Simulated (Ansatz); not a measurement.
## AsH$_{3}$⁺: how the As–H bond energy moves with the basis

AsH3⁺, doublet; coordinates (Å): As 0.000 0.000 -0.016; H 1.436 0.014 0.406; H -0.732 1.239 0.398; H -0.708 -1.251 0.400. Quantity: As–H bond energy, to AsH2⁺ (singlet) + H.

Ansatz 0.2.0, basis cc-pVDZ or cc-pVTZ; geometries are PBE0/def2-TZVP minima. Wave-function levels freeze the cores with the filled d shells of p-block atoms; HF, MP2 and coupled cluster are restricted for singlets and unrestricted otherwise, atoms included (their steps beyond CCSDT(Q) come from restricted open-shell runs), restricted open-shell where a d shell is frozen, Kohn–Sham unrestricted where that lies lower. NEVPT2 and MRCISD+Q stand on CASSCF in the full valence space, and MRCISD+Q is size-consistent only roughly. The reference is CCSDT(Q) or full CI (coupled cluster only where its series has nearly closed). Semilocal and hybrid functionals correlate all electrons outside any core potential and usually lie nearer their basis limit than the reference, so part of their error here is the reference's basis and frozen-core error; RPA and the MP2 part of double hybrids freeze the same cores as the reference. None of these values is a measured one. Energies are electronic, without zero-point terms. No spin–orbit coupling and no scalar relativity. The species are chosen: bound, without strong static correlation by their natural occupations or amplitudes, in their lowest spin state as far as vertical gaps and like structures tell, and with a ladder that closes on the reference, so errors are smaller than for species at large; levels whose determinant breaks symmetry or spin markedly are left out.

```csv
level,cc-pVDZ (kcal/mol),cc-pVTZ (kcal/mol)
reference,69.0 (full CI),71.5 (CCSDT(Q))
CCSD(T),68.9,71.4
NEVPT2,67.4,69.4
MRCISD+Q,68.9,71.1
PBE,71.9,72.1
r2SCAN,78.2,78.7
wB97M-V,72.3,71.7
RPA-PBE,65.6,68.0
```

From cc-pVDZ to cc-pVTZ the reference moves by 2.5 kcal/mol and PBE by 0.2; the step from CCSD(T) to the reference is 0.0 in the first and 0.0 in the last.
